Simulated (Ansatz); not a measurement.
Ansatz (a quantum-chemistry and plane-wave program) input (B3LYP/6-31+G*): The .json file is the Basis Set Exchange's 6-31+G*.

Ansatz 0.2 input:
```yaml
crystal:
  periodic: [false, false, false]
  atoms:
    - {symbol: O, position_ang: [0.10099332, 1.41619481, -0.12530546]}
    - {symbol: C, position_ang: [0.01300559, 0.17658011, 0.33465754]}
    - {symbol: H, position_ang: [0.00807600, 0.08873082, 1.47459969]}
    - {symbol: C, position_ang: [-1.30474202, -0.54356908, -0.09708198]}
    - {symbol: C, position_ang: [1.21402198, -0.72345292, -0.10005249]}
    - {symbol: H, position_ang: [-1.34154249, -0.59203777, -1.19230692]}
    - {symbol: H, position_ang: [1.24099077, -0.77647585, -1.19535263]}
    - {symbol: H, position_ang: [-2.15658108, 0.05414601, 0.23939424]}
    - {symbol: H, position_ang: [2.14294415, -0.25291535, 0.23432359]}
    - {symbol: H, position_ang: [-1.40344546, -1.56235804, 0.30983993]}
    - {symbol: H, position_ang: [1.16789825, -1.74599699, 0.30680741]}
basis:
  gaussian:
    orbitals: 6-31+G_.json
hamiltonian:
  xc: {name: B3LYP}
total_charge: -1
output: {forces: true}
```

From the last part of the output:

```
WARN ansatz: RAYON_NUM_THREADS=1 ignored (pool sized by the plan → 1); use --threads N
Functional definition: B3LYP
integrals: 0.04 GiB planned
894 factors; integrals over basis functions are off by at most 8.8e-4 eV
mean field: 0.30 GiB planned
mean field evaluation 1: about -5266.0611 eV, gradient 5.1e1 eV
mean field evaluation 2: about -5157.5835 eV, gradient 1.7e2 eV
mean field evaluation 4: about -5272.0125 eV, gradient 7.5e0 eV
mean field evaluation 8: about -5272.2487 eV, gradient 2.2e-1 eV
mean field evaluation 16: about -5272.4932 eV, gradient 5.9e-4 eV
mean field -5272.49319467 eV, -193.7605510800 hartree, gradient 5.6e-6 eV, S^2 0.000000; 0 other end points of the search recorded, 0 dependent functions left out
the calculation of the forces begins
reference -5272.49348115 eV, -193.7605616078 hartree; 17, 17 occupied and 73, 73 virtual orbitals, 894 factors
Total energy: -5272.49348115 eV, -193.7605616078 hartree
Atom 0 at     0.100993     1.416195    -0.125305 Å, force     0.041755     0.586486    -0.110394 eV/Å
Atom 1 at     0.013006     0.176580     0.334658 Å, force    -0.036276    -0.511160     0.195217 eV/Å
Atom 2 at     0.008076     0.088731     1.474600 Å, force     0.006695     0.093171     0.034910 eV/Å
Atom 3 at    -1.304742    -0.543569    -0.097082 Å, force     0.031705     0.013236    -0.006869 eV/Å
Atom 4 at     1.214022    -0.723453    -0.100052 Å, force    -0.029518     0.017609    -0.006797 eV/Å
Atom 5 at    -1.341542    -0.592038    -1.192307 Å, force    -0.031473    -0.020847    -0.153136 eV/Å
Atom 6 at     1.240991    -0.776476    -1.195353 Å, force     0.027831    -0.025082    -0.153206 eV/Å
Atom 7 at    -2.156581     0.054146     0.239394 Å, force    -0.141095     0.071482     0.038884 eV/Å
Atom 8 at     2.142944    -0.252915     0.234324 Å, force     0.149912     0.050699     0.038541 eV/Å
Atom 9 at    -1.403445    -1.562358     0.309840 Å, force    -0.004475    -0.138175     0.061418 eV/Å
Atom 10 at     1.167898    -1.745997     0.306807 Å, force    -0.015063    -0.137418     0.061431 eV/Å
Dipole moment:    -0.061460    -0.861962     0.083946 e Å
```

The dipole moment of an ion depends on the origin.
